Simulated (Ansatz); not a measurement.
in.yaml

```yaml
crystal:
  periodic: [false, false, false]
  atoms:
    - {symbol: P, position_ang: [0.000000, 0.000000, 0.000000]}
    - {symbol: H, position_ang: [0.000000, 0.000000, 1.442600]}
basis:
  gaussian: {orbitals: aug-cc-pVDZ}
magnetization: {spin_polarized: false}
correlation: {method: ccsdt_q, electrons: outside_noble_gas}
```

```sh
$ ansatz run in.yaml --threads 1 --pin off --events-out ev --progress --plain --max-ram 2816MiB --backend cpu
```

Log:

```
591 factors; integrals over basis functions are off by at most 1.1e-7 eV
mean field evaluation 1: about -9284.6921 eV, gradient 5.8e0 eV
mean field evaluation 2: about -9284.6921 eV, gradient 5.8e0 eV
mean field evaluation 4: about -9284.9003 eV, gradient 3.5e-1 eV
mean field evaluation 8: about -9284.9015 eV, gradient 6.2e-5 eV
mean field evaluation 16: about -9283.6784 eV, gradient 1.2e1 eV
mean field evaluation 32: about -9284.9015 eV, gradient 1.1e-2 eV
mean field -9284.90145168 eV, -341.2138348168 hartree, gradient 9.5e-7 eV, S^2 0.000000; 2 other end points of the search recorded, 0 dependent functions left out; unrestricted orbitals would lower it
mean field evaluation 64: about -9284.9015 eV, gradient 4.2e-5 eV
unrestricted determinant -9286.42474793 eV, -341.2698149215 hartree, S^2 1.0310
5 core orbitals not correlated: weight in the atoms' cores, before any rotation towards them, 1.000 or more for the frozen orbitals, at most 0.000 for the correlated occupied ones
reference -9284.90145168 eV, -341.2138348168 hartree; 3, 3 occupied and 28, 28 virtual orbitals, 591 factors
second order -2.74863710 eV of doubles, -0.00000000 eV of singles
cycle   1  -3.27514581 eV  change   -5.3e-1 eV  update   7.0e-2
cycle   2  -3.60675438 eV  change   -3.3e-1 eV  update   3.8e-2
cycle   3  -3.63805536 eV  change   -3.1e-2 eV  update   2.4e-2
cycle   4  -3.66096029 eV  change   -2.3e-2 eV  update   2.2e-2
cycle   5  -3.70191215 eV  change   -4.1e-2 eV  update   2.1e-2
cycle   6  -3.83938772 eV  change   -1.4e-1 eV  update   1.9e-2
cycle   7  -3.94423075 eV  change   -1.0e-1 eV  update   1.2e-2
cycle   8  -3.95013618 eV  change   -5.9e-3 eV  update   4.3e-3
cycle   9  -3.96417282 eV  change   -1.4e-2 eV  update   2.1e-3
cycle  10  -3.95739614 eV  change    6.8e-3 eV  update   8.9e-4
cycle  11  -3.96138135 eV  change   -4.0e-3 eV  update   4.0e-4
cycle  12  -3.95919801 eV  change    2.2e-3 eV  update   2.0e-4
cycle  13  -3.96000766 eV  change   -8.1e-4 eV  update   8.2e-5
cycle  14  -3.95976204 eV  change    2.5e-4 eV  update   3.0e-5
cycle  15  -3.95976976 eV  change   -7.7e-6 eV  update   5.7e-6
cycle  16  -3.95976623 eV  change    3.5e-6 eV  update   2.1e-6
cycle  17  -3.95976353 eV  change    2.7e-6 eV  update   7.5e-7
cycle  18  -3.95976522 eV  change   -1.7e-6 eV  update   3.7e-7
cycle  19  -3.95976500 eV  change    2.2e-7 eV  update   1.6e-7
perturbative correction -0.02020708 eV, -0.0007425966 hartree
WARN: these amplitudes may be one of several solutions (largest doubles amplitude 0.89, level shift 0.00 eV)
Total energy: -9288.88142376 eV, -341.3600960932 hartree
```

For the same geometry and basis full CI lies 5.7 meV higher. By full CI's occupations no single determinant describes the state well. The program flagged this run's energy as in doubt. The determinant fills πx and πy unequally, so it is a mixture of Σ and Δ.

Ran on 1 thread of AMD EPYC 7R13, shared host: 1.2 s wall, 0.15 GiB peak host memory.
